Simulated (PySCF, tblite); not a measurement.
Species: C₃H₅Cl.
SMILES with atom numbers: `[CH3:1]/[CH:2]=[CH:3]/[Cl:4]` (hydrogens: H5, H6, H7 on C1; H8 on C2; H9 on C3)

Computed with GFN2-xTB (tblite), gas phase: Langevin dynamics at 200 K from the optimised GFN2-xTB geometry, time step 0.5 fs, friction 0.01 fs⁻¹, 2000 steps. Over the second half of the run the saved frames average 199 K.

Frame at 250 fs, instantaneous temperature 180 K:
```
atom  x, y, z in Å
C1     -1.085   -0.383    0.596
C2      0.268   -0.737    0.075
C3      1.249    0.144   -0.036
Cl4     2.859   -0.354   -0.345
H5     -1.267    0.678    0.605
H6     -1.167   -0.682    1.606
H7     -1.814   -0.853   -0.029
H8      0.481   -1.776   -0.070
H9      1.064    1.197    0.064
```

Frame at 425 fs, instantaneous temperature 146 K:
```
atom  x, y, z in Å
C1     -1.125   -0.977    0.371
C2      0.273   -0.895   -0.111
C3      1.096    0.129    0.042
Cl4     2.748   -0.029   -0.578
H5     -1.676   -0.017    0.353
H6     -1.115   -1.324    1.432
H7     -1.650   -1.661   -0.234
H8      0.624   -1.823   -0.657
H9      0.837    1.157    0.343
```

Frame at 625 fs, instantaneous temperature 248 K:
```
atom  x, y, z in Å
C1     -1.329   -0.725    0.638
C2      0.061   -0.857   -0.013
C3      0.857    0.202    0.057
Cl4     2.417    0.347   -0.691
H5     -1.391    0.137    1.362
H6     -1.435   -1.592    1.261
H7     -2.181   -0.796   -0.046
H8      0.251   -1.776   -0.571
H9      0.452    1.089    0.461
```

Frame at 800 fs, instantaneous temperature 187 K:
```
atom  x, y, z in Å
C1     -1.657   -0.268    0.670
C2     -0.316   -0.382    0.042
C3      0.678    0.487    0.293
Cl4     2.213    0.552   -0.548
H5     -1.573    0.260    1.658
H6     -2.166   -1.222    0.814
H7     -2.182    0.387   -0.078
H8     -0.260   -0.925   -0.925
H9      0.694    1.167    1.090
```

Frame at 1000 fs, instantaneous temperature 147 K:
```
atom  x, y, z in Å
C1     -1.935   -0.066    0.632
C2     -0.613    0.099    0.007
C3      0.389    0.841    0.440
Cl4     1.894    0.837   -0.408
H5     -2.095    0.566    1.527
H6     -1.996   -1.099    1.006
H7     -2.764    0.152   -0.040
H8     -0.574   -0.287   -0.957
H9      0.413    1.258    1.424
```

Question: What do single points at PBE0/def2-SVPD (PySCF, gas phase, TDDFT, vertical, frozen core in the response) give on these frames?

Answer: 
```
t (fs)  GFN2-xTB E above start (eV)  DFT E above lowest frame (eV)  HOMO (eV)  LUMO (eV)  dipole (D)  S1 (eV)  f(S1)
   250                         0.11                           0.00      -7.15      -0.07        1.98     6.40  0.101
   425                         0.22                           0.05      -7.21      -0.27        2.28     6.13  0.008
   625                         0.28                           0.10      -7.27      -0.14        2.06     6.51  0.093
   800                         0.28                           0.11      -7.16      -0.30        2.11     6.27  0.032
  1000                         0.16                           0.05      -7.20      -0.14        2.08     6.40  0.088
```

Both levels order the frames alike by energy; measured from each level's lowest frame they differ by 0.07 eV at most. The HOMO–LUMO gap runs from 6.86 to 7.13 eV. These are instantaneous structures, not minima.

What follows is the cost of the whole dynamics run. Time: 19 s; peak memory 0.18 GiB. Hardware: one thread of an AMD EPYC, no GPU, shared host with 64 logical CPUs at a one-minute load of 59.
